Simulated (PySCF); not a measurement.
Molecule: methylenecyclopropane, C$_{4}$H$_{6}$, charge 0, multiplicity 1. 
Coordinates optimised at B3LYP-D3(BJ)/def2-TZVP (Ansatz):
SMILES: C=C1CC1
```xyz
10

C     -0.0001    -0.0010     0.3152
C     -0.0109    -0.7656    -0.9306
C      0.0114     0.7712    -0.9260
C     -0.0005    -0.0049     1.6307
H     -0.9288    -1.2554    -1.2350
H      0.8927    -1.2818    -1.2345
H      0.9296     1.2628    -1.2268
H     -0.8919     1.2893    -1.2273
H     -0.0141    -0.9321     2.1913
H      0.0127     0.9188     2.1969
```

Dispersion corrections to the total energy (kcal/mol) from the dftd3 and dftd4 libraries through PySCF: D3(BJ) without and D4 with the three-body term, each with the damping fitted for the functional named.

| functional | D3(BJ) | D4 |
|---|---|---|
| B2PLYP | -2.91 | -2.48 |
| HSE06 | -2.32 | -2.72 |
| HF | -33.02 | -14.17 |
| LC-wPBE | … | -3.93 |
| PW6B95 | -1.73 | -3.14 |
| BLYP | -8.03 | … |
| r2SCAN | -1.04 | … |

Task: What belongs in the gaps?

Result: 
- LC-wPBE, D3(BJ): -3.43
- BLYP, D4: -8.13
- r2SCAN, D4: -0.88
